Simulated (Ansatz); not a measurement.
# SiH (SMILES [SiH]): the energy, rung by rung

SiH has 2 atoms, charge 0, and is taken as a doublet. SMILES: `[SiH]`. The shape is that of a GFN2-xTB optimisation.

```tsv
atom	x (Å)	y (Å)	z (Å)
Si	0.0000	0.0000	0.0000
H	0.0000	0.0000	1.5166
```

Each level gives the energy change with the Si1–H2 bond stretched from 1.517 to 2.298 Å (eV). The values are calculated.

```
              level                    kind  program  value (eV)  CPU time (all runs)
  U-revPBE/6-311G**                     GGA   Ansatz        1.47                4.5 s
  U-r2SCAN/6-311G**                meta-GGA   Ansatz        1.61                8.2 s
    UBHLYP/6-311G**           global hybrid   Ansatz        1.80                2.3 s
     UPBE0/6-311G**           global hybrid   Ansatz        1.66                2.1 s
UCAM-B3LYP/6-311G**  range-separated hybrid   Ansatz        1.73                2.9 s
    UHSE06/6-311G**  range-separated hybrid   Ansatz        1.65                3.5 s
      UMP2/6-311G**     perturbation theory   Ansatz        1.98                0.6 s
  UCCSD(T)/6-311G**   coupled cluster or CI   Ansatz        1.63                1.1 s
          FCI/3-21G      exact in the basis   Ansatz        1.14               0.92 s
```

The first shape isn't each level's own minimum. The values span 1.14 to 1.98 eV. Spin contamination of the reference (⟨S²⟩ at least 0.1 too high) touches UMP2/6-311G**, UCCSD(T)/6-311G**. The coupled-cluster rows rest on a doubtful reference here (large T1 or Brueckner and Hartree–Fock orbitals at odds), and rows may lie in different states. High-level rows in very small sets aren't better than simpler rows in larger ones. CPU times are rough (shared hosts, several kinds of processor): they show what a rung costs within a factor of a few.
